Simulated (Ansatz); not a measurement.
**HOP, quintet: the ladder up to UCCSDT(Q)**

Geometry: that of the HOP, triplet, kept fixed. The triplet lies 7.2 eV lower here.

```
atom   x (Å)    y (Å)    z (Å)
   O  0.0000  -0.1018   1.0417
   P  0.0000   0.0286  -0.5874
   H  0.0000   0.7367   1.5146
```

Basis cc-pVTZ; Ansatz 0.2.0. Correlated methods freeze the noble-gas cores, which leaves 12 electrons in 72 orbitals. R marks a restricted (for open shells ROHF) determinant, U an unrestricted one. Active spaces: valence = (12e, 9o) chosen from the atoms' valence shells.

Full CI isn't at hand for all of this; UCCSDT(Q) serves as the reference, and is uncertain by about the last step of the cluster series. The frozen core follows each run's orbitals, which can shift R against U totals by a few meV.

The UHF ⟨S²⟩ is 6.014 and the T1 diagnostic (RCCSD) is 0.0418. The largest doubles amplitude (RCCSD) is 0.041. The T1 diagnostic (UCCSD) is 0.0356.

```csv
level,E − E(RHF) (eV)
UHF,-0.1864
RMP2,-8.9108
UMP2,-8.8508
RCCSD,-9.2901
UCCSD,-9.3046
RCCSD(T),-9.6952
UCCSD(T),-9.6952
```

(1) Estimate how far UCCSDT(Q) in cc-pVTZ lies from RCCSD(T). The table doesn't fix it; the size of (T) and the diagnostics are the guide.

(1) UCCSDT(Q) in cc-pVTZ lies 1.25 kcal/mol below RCCSD(T), which is 13 % of the (T) step (-9.34 kcal/mol). T1 is raised, but (T) still catches most of what CCSD lacks. The miss exceeds 1 kcal/mol.

The other levels:

```json
{"level": "BCCD(T)", "E − E(UCCSDT(Q)) (kcal/mol)": "1.23", "share of correlation (%)": "99.45", "wall time": "4.7 s (H100)"}
{"level": "RCCSDT", "E − E(UCCSDT(Q)) (kcal/mol)": "0.68", "share of correlation (%)": "99.70", "wall time": "–"}
{"level": "UCCSDT", "E − E(UCCSDT(Q)) (kcal/mol)": "0.61", "share of correlation (%)": "99.73", "wall time": "–"}
{"level": "RCCSDT(Q)", "E − E(UCCSDT(Q)) (kcal/mol)": "0.17", "share of correlation (%)": "99.93", "wall time": "23 s (H100)"}
{"level": "CASSCF (valence space)", "E − E(UCCSDT(Q)) (kcal/mol)": "204.87", "share of correlation (%)": "8.87", "wall time": "–"}
{"level": "NEVPT2 (valence space)", "E − E(UCCSDT(Q)) (kcal/mol)": "36.29", "share of correlation (%)": "83.86", "wall time": "4.6 s"}
{"level": "MRCISD (valence space)", "E − E(UCCSDT(Q)) (kcal/mol)": "22.17", "share of correlation (%)": "90.14", "wall time": "–"}
{"level": "MRCISD+Q (valence space)", "E − E(UCCSDT(Q)) (kcal/mol)": "6.72", "share of correlation (%)": "97.01", "wall time": "8.5 s (H100)"}
```

The correlation energy at UCCSDT(Q), counted from RHF, is -9.749 eV. That run took 26 s on 2 threads of AMD EPYC 7R13 with a shared H100 80 GB, shared host.

Times hold each run's SCF and search for its determinant on a shared host, so for small cases they say little of a method's own cost; rows without a card ran on 1 thread of AMD EPYC 7R13.

Natural occupations of CASSCF (valence space) about the gap: 1.991 1.978 1.008 1.005 1.001 0.999 0.024; effectively unpaired electrons, Σ n²(2−n)², 4.00.
